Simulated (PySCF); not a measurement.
## Ionisation energy of P by level of theory

P [Ne] 3s2 3p3 (4S) → P⁺ [Ne] 3s2 3p2 (3P), as a difference of total energies. All numbers are calculated (PySCF 2.14, scalar relativity by spin-free X2C-1e, in aug-cc-pVQZ-DK). Correlated levels: valence: [Ne] frozen. The calculations carry no spin-orbit coupling.

```csv
method,ionisation energy (eV)
UHF,9.895
MP2 (valence),10.512
SCS-MP2 (valence),10.332
CCSD (valence),10.436
CCSD(T) (valence),10.489
```

Problem. How much does correlation contribute at CCSD(T) (valence)?

Solution. 10.489 − (9.895) = 0.594 eV, measured against UHF.

Errors of the correlated levels include the incompleteness of this basis and the frozen core.

For comparison: 10.526 eV (measured; NIST levels, between the centres of gravity of the two terms).
